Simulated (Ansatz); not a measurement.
Start from `BSB` and change one element to get `BOB`.

Ansatz, PBE0-D4/def2-TZVP geometries, multiplicity 1. 

| property | `BSB` |
| --- | --- |
| HOMO–LUMO gap (PBE/def2-TZVPP) / eV | 4.14 |
| HOMO energy (PBE/def2-TZVPP) / eV | -7.47 |
| size of the dipole moment (B3LYP/def2-TZVPP) / D | 0.33 |
| HOMO energy (PBE0/def2-TZVPP) / eV | -8.72 |
| size of the dipole moment (ωB97M-V/def2-TZVPP) / D | 0.35 |
| LUMO energy (ωB97M-V/def2-TZVPP) / eV | -0.33 |

**Question.** What does the change do to each property? (Best estimate.)

**Answer.** The calculation gave: 
```tsv
property	`BOB`	shift
HOMO–LUMO gap (PBE/def2-TZVPP) / eV	4.51	0.37
HOMO energy (PBE/def2-TZVPP) / eV	-7.19	0.28
size of the dipole moment (B3LYP/def2-TZVPP) / D	0.43	0.10
HOMO energy (PBE0/def2-TZVPP) / eV	-8.68	0.04
size of the dipole moment (ωB97M-V/def2-TZVPP) / D	0.43	0.08
LUMO energy (ωB97M-V/def2-TZVPP) / eV	0.42	0.75
```

Dipoles are sizes alone; their direction can turn.

B3LYP here is the variant with VWN-RPA as its local correlation; programs differ in this.
